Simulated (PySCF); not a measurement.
C3HCl3.
Atom-mapped SMILES: `[CH:1]#[C:2][C:3]([Cl:4])([Cl:5])[Cl:6]` (hydrogens: H7 on C1)

Computed with PBE0-D3(BJ)/def2-SVP geometry optimisation, gas phase in PySCF.

**Question.** Give the optimised bond lengths and angles.

**Answer.** 
| bond | length (Å) | order |
| --- | --- | --- |
| C1≡C2 | 1.209 | triple |
| C2–C3 | 1.448 | single |
| C3–Cl4, C3–Cl5, C3–Cl6 | 1.784 | single |
| C1–H7 | 1.075 | single |

Bonds in one row agree within 0.01 Å and their mean is given. Orders are formal, as drawn. A selection of angles:
| angle | degrees |
| --- | --- |
| C2–C1–H7 | 179.6 |
| C1–C2–C3 | 179.9 |
| C2–C3–Cl4 | 109.7 |
| Cl4–C3–Cl5 | 109.2 |

The C–C distances run from 1.209 Å (C1≡C2, drawn triple) to 1.448 Å (C2–C3, drawn single), a spread of 0.239 Å. All 3 C–Cl bonds measure 1.783 to 1.785 Å.

Point group: C3v (every atom within 0.08 Å of its image). Whether it is a minimum is left open (no frequencies).

The run took 21 s on one thread, Arm Neoverse V2 (aarch64) (shared host), and the process peaked at 0.41 GiB of memory. This is the geometry optimisation.
